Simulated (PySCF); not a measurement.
# Atomic charges by several schemes

Compound: C₄H₂NS (charge -1).
SMILES with atom numbers: `[CH:1]#[C:2][C@H:3]([S-:4])[C:5]#[N:6]` (hydrogens: H7 on C1; H8 on C3)

Density: PBE0/pcSseg-1 (PySCF); schemes: Mulliken, IAO, Hirshfeld and ESP-fitted. Isolated species at its PBE0-D3(BJ)/def2-SVP geometry, gas phase. The pcSseg-1 basis has no diffuse functions, a weakness for an anion.

**Question.** Give the atomic charges in each scheme.

**Answer.** In e:

| atom | environment | Mulliken | IAO | Hirshfeld | ESP-fitted |
| --- | --- | --- | --- | --- | --- |
| C1 | terminal alkyne carbon | -0.431 | -0.314 | -0.180 | -0.659 |
| C2 | alkyne carbon | +0.364 | +0.015 | -0.047 | +0.285 |
| C3 | sp3 carbon bound to sulfur | -0.422 | -0.220 | -0.041 | -0.383 |
| S4 | thiolate sulfur | -0.541 | -0.658 | -0.593 | -0.668 |
| C5 | nitrile carbon | +0.166 | +0.164 | +0.059 | +0.477 |
| N6 | nitrile nitrogen | -0.339 | -0.332 | -0.302 | -0.568 |
| H7 | alkyne hydrogen | +0.034 | +0.176 | +0.067 | +0.325 |
| H8 | methine hydrogen | +0.169 | +0.169 | +0.036 | +0.191 |

Mean size of the charges over all atoms: ESP-fitted 0.444 e, Mulliken 0.308 e, IAO 0.256 e, Hirshfeld 0.166 e. Each set sums to the total charge, -1, to within 0.001 e. The Mulliken scheme gives each basis function's population to the atom it is centred on and halves the overlap population of two atoms between them. The IAO scheme counts the electrons in orthogonalised intrinsic atomic orbitals, a minimal basis polarised so that it spans the occupied orbitals exactly.

Lowest charge. All schemes agree: Mulliken S4 (-0.541); IAO S4 (-0.658); Hirshfeld S4 (-0.593); ESP-fitted S4 (-0.668).

Highest charge. The schemes don't all agree: Mulliken C2 (+0.364); IAO H7 (+0.176); Hirshfeld H7 (+0.067); ESP-fitted C5 (+0.477).

**Question.** Sum the charges by element, for elements with more than one atom.

**Answer.** 
```json
{"element": "C", "atoms": "4", "Mulliken": "-0.323", "IAO": "-0.355", "Hirshfeld": "-0.209", "ESP-fitted": "-0.280"}
{"element": "H", "atoms": "2", "Mulliken": "+0.203", "IAO": "+0.345", "Hirshfeld": "+0.103", "ESP-fitted": "+0.516"}
```

**Question.** How closely do the schemes follow one another over all atoms?

**Answer.** Correlation coefficient and root-mean-square difference: IAO with Hirshfeld 0.94, 0.112 e; Mulliken with ESP-fitted 0.93, 0.197 e; IAO with ESP-fitted 0.92, 0.222 e; Mulliken with IAO 0.87, 0.162 e; Hirshfeld with ESP-fitted 0.80, 0.316 e; Mulliken with Hirshfeld 0.72, 0.227 e.

**Question.** How many electrons does the Mulliken scheme count on C5?

**Answer.** Z − q = 6 − (+0.166) = 5.834.
